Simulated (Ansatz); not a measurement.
**Strength of the C–H bond: C3H6O2 → C3H5O2 + H**

Species: C3H6O2 `COC(C)=O`, singlet; C3H5O2 `[CH2]OC(C)=O`, doublet; H atom, doublet. 

Shapes, held fixed at every level: PBE0-D4/def2-TZVP. Flexible molecules stand in one conformer, not always the lowest. Programs: Ansatz 0.2.0. The zero-point and thermal change to 298 K, harmonic and unscaled (PBE0-D4/def2-TZVP), is -32.7 kJ/mol.

```json
{"level": "r2SCAN-D4/def2-TZVPP", "kind": "meta-GGA", "ΔH(298 K) (kJ/mol)": "+391.1", "less CCSD(T)/CBS estimate": "-27.9", "CPU time (sum over the molecules)": "40 s"}
{"level": "BHLYP-D4/def2-TZVPP", "kind": "global hybrid", "ΔH(298 K) (kJ/mol)": "+403.6", "less CCSD(T)/CBS estimate": "-15.4", "CPU time (sum over the molecules)": "27 s"}
{"level": "PBE0-D4/def2-TZVPP", "kind": "global hybrid", "ΔH(298 K) (kJ/mol)": "+397.0", "less CCSD(T)/CBS estimate": "-22.0", "CPU time (sum over the molecules)": "25 s"}
{"level": "wB97M-V/def2-TZVPP", "kind": "range-separated hybrid", "ΔH(298 K) (kJ/mol)": "+412.9", "less CCSD(T)/CBS estimate": "-6.1", "CPU time (sum over the molecules)": "82 s"}
{"level": "B2PLYP/def2-TZVPP", "kind": "double hybrid", "ΔH(298 K) (kJ/mol)": "+406.4", "less CCSD(T)/CBS estimate": "-12.6", "CPU time (sum over the molecules)": "46 s"}
{"level": "MP2/def2-SVP", "kind": "perturbation theory", "ΔH(298 K) (kJ/mol)": "+398.9", "less CCSD(T)/CBS estimate": "-20.1", "CPU time (sum over the molecules)": "–"}
{"level": "CCSD(T)/CBS estimate", "kind": "coupled cluster or CI", "ΔH(298 K) (kJ/mol)": "+419.0", "less CCSD(T)/CBS estimate": "0.0", "CPU time (sum over the molecules)": "51 min"}
```

The highest level, CCSD(T)/CBS estimate, gives ΔH(298 K) = +419.0 kJ/mol; the levels span +391.1 to +419.0. The column of differences is taken from that level and isn't an error. No measured value is set beside it here. Open shells run unrestricted unless RO is named. The CBS estimate extrapolates MP2 from def2-TZVPP and def2-QZVPP and adds CCSD(T) − MP2 in the triple-zeta set, cores frozen. Times are processor times on shared x86 and Arm servers, and rough.
